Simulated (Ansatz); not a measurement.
This geometry of CH5Al + H3P (11 atoms, charge 0, multiplicity 1) is a first-order saddle point.

Theory: RKS PBE-D4/def2-SVP in Ansatz 0.2.0.

```xyz
11
Properties=species:S:1:pos:R:3
Al 0.017 -0.259 0.052
H -0.203 0.059 1.736
H 1.487 0.199 -0.350
C -1.695 -0.092 -0.891
H -2.529 -0.508 -0.289
H -1.932 0.971 -1.105
H -1.677 -0.630 -1.862
P 0.181 -2.721 1.040
H -0.537 -2.893 -0.197
H 1.476 -2.657 0.416
H -0.077 -1.047 1.620
```

Problem. Which two structures does it join? (They come from a converged band through this point; their orientation in space is the band's.)

Solution. Bonds broken: Al1–H2, P8–H11. Bonds formed: Al1–P8, H2–H11. CH5Al + H3P becomes CH6AlP + H2.

Image 0:

```xyz
11
Properties=species:S:1:pos:R:3
Al -0.033 0.125 0.213
H -0.155 0.625 1.739
H 1.424 0.096 -0.462
C -1.662 -0.086 -0.876
H -2.511 -0.506 -0.298
H -1.994 0.914 -1.238
H -1.506 -0.714 -1.777
P 0.230 -3.009 1.017
H -0.634 -2.769 -0.109
H 1.399 -2.531 0.327
H -0.046 -1.722 1.634
```

Image 8:

```xyz
11
Properties=species:S:1:pos:R:3
Al 0.077 -0.676 -0.117
H -0.292 0.542 1.793
H 1.380 0.255 -0.224
C -1.659 -0.118 -0.862
H -2.514 -0.642 -0.384
H -1.829 0.976 -0.777
H -1.696 -0.366 -1.946
P 0.321 -2.849 0.785
H -0.483 -3.438 -0.257
H 1.564 -3.079 0.093
H -0.357 -0.182 2.066
```

Problem. How far does it lie above each of them?

Solution. 56.1 kJ/mol above the first and 82.6 kJ/mol above the second. This is the barrier of this one path; another mechanism may lie lower. The orbitals stay closed-shell, which can raise the energy where a bond breaks towards radicals; this wasn't checked here.

The run took 110 s on 2 threads of Arm Neoverse V1, with other jobs on the host, peak memory 0.13 GiB.
